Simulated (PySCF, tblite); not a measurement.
phosphine and 2 × water

A gas-phase complex of phosphine and 2 × water; neutral, singlet. The structure comes from a short search (6 tight-binding starts) and was relaxed by PBE0-D3(BJ)/def2-SVPD; another way of binding may lie lower. No frequency run checks that it is a minimum.

```
part       name  SMILES  atoms  charge  multiplicity
   1  phosphine       P    1–4       0             1
   2      water       O    5–7       0             1
   3      water       O   8–10       0             1
```

```xyz
10

P    -0.016    0.104    0.293
H    -0.406    1.368   -0.235
H     1.341    0.219   -0.128
H    -0.443   -0.657   -0.830
O    -1.283   -2.000    2.603
H    -0.855   -1.221    2.211
H    -0.600   -2.429    3.125
O    -1.714   -2.993   -0.015
H    -1.668   -2.793    0.936
H    -2.328   -3.724   -0.099
```
Atom numbers follow the order of the file, from 1.

Contacts between parts, classed by geometry: H9···O5 1.886 Å (hydrogen bond, 164°); H6···P1 2.478 Å (hydrogen bond, 153°).

Interaction energies are complex less parts, with the parts frozen as they stand in it; counterpoise-corrected, in kcal/mol (PySCF).

Problem. Give the interaction energy at each level run.

Solution. 
```tsv
level	interaction	superposition error removed
wB97M-D3(BJ)/def2-TZVPD	-8.88	-0.21
PBE0-D3(BJ)/def2-TZVPD	-10.10	-0.18
```

Problem. What holds them together? Decompose the wB97M-D3(BJ)/def2-TZVPD energy: frozen parts, their antisymmetrised product, then relaxation.

Solution. electrostatic -15.8, Pauli repulsion +16.2, orbital relaxation -7.5, dispersion correction -2.0 kcal/mol, which sum to the value before the counterpoise correction; the Pauli term holds the exchange-correlation of the frozen density too. Of the attraction, 63 % is electrostatic, 30 % is orbital relaxation, 8 % is dispersion correction.

Problem. Are the pair energies additive?

Solution. The pairs sum to -7.98 kcal/mol (1–2 -2.1, 1–3 -1.2, 2–3 -4.7); the rest of -0.90 is a many-body strengthening.

The parts were also relaxed and run alone, at the levels used for the complex: shieldings by PBE0/pcSseg-2; core levels by delta-SCF with SCAN, pcX-2 on the ionised atom and pcseg-1 elsewhere, spin-free X2C (2p3/2 is the spin-free 2p value less a third of a first-order spin-orbit splitting).

Problem. What does binding change?

Solution. 
| property | alone | in the complex | change |
| --- | --- | --- | --- |
| O8–H9 bond (Å) | 0.961 | 0.972 | +0.012 |
| shielding of H9 (ppm) | 30.85 | 26.80 | -4.05 |
| shielding of O5 (ppm) | 328.9 | 297.0 | -31.8 |
| shielding of H6 (ppm) | 30.85 | 27.78 | -3.07 |
| shielding of P1 (ppm) | 575.9 | 561.8 | -14.1 |
| P1 2p3/2 core level (eV) | 137.09 | 137.12 | +0.02 |
| O5 1s core level (eV) | 539.76 | 539.23 | -0.53 |
| O8 1s core level (eV) | 539.76 | 538.45 | -1.30 |

The 4 runs behind this took 110 s in all, one thread each of Arm Neoverse V2 on a shared host, launched as `OMP_NUM_THREADS=1 python cluster_run.py task.json out`.
